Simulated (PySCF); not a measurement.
Isomers of C2H3F3O, one GFN2-xTB conformer each. Single-point energies are computed at PBE0/pcSseg-1 (PySCF, gas phase, no added dispersion term), electronic only.

```
    SMILES  GFN2-xTB relative energy (kcal/mol)
OCC(F)(F)F                                 12.6
COC(F)(F)F                                  0.0
```

Conformers: `[OH:1][CH2:2][C:3]([F:4])([F:5])[F:6]` with H–O1–C2–C3 -59°.

Problem. What does PBE0/pcSseg-1 give for the same structures?

Solution. 
| SMILES | PBE0/pcSseg-1 E (Eh) | PBE0/pcSseg-1 (kcal/mol) | GFN2-xTB (kcal/mol) | point group |
| --- | --- | --- | --- | --- |
| COC(F)(F)F | -452.29186 | 0.0 | 0.0 | Cs |
| OCC(F)(F)F | -452.28733 | 2.8 | 12.6 | – |

Both levels put the same isomer lowest. As drawn, the higher has an O–H bond, which the lower lacks.

Problem. Which frontier levels, dipoles and rotational constants go with these structures?

Solution. 
```
    SMILES  HOMO (eV, PBE0/pcSseg-1)  LUMO (eV)  dipole (D)     A, B, C (MHz)
COC(F)(F)F                     -9.66       1.61        2.77  5520, 3085, 3054
OCC(F)(F)F                     -8.77       1.17        1.65  5357, 2814, 2780
```
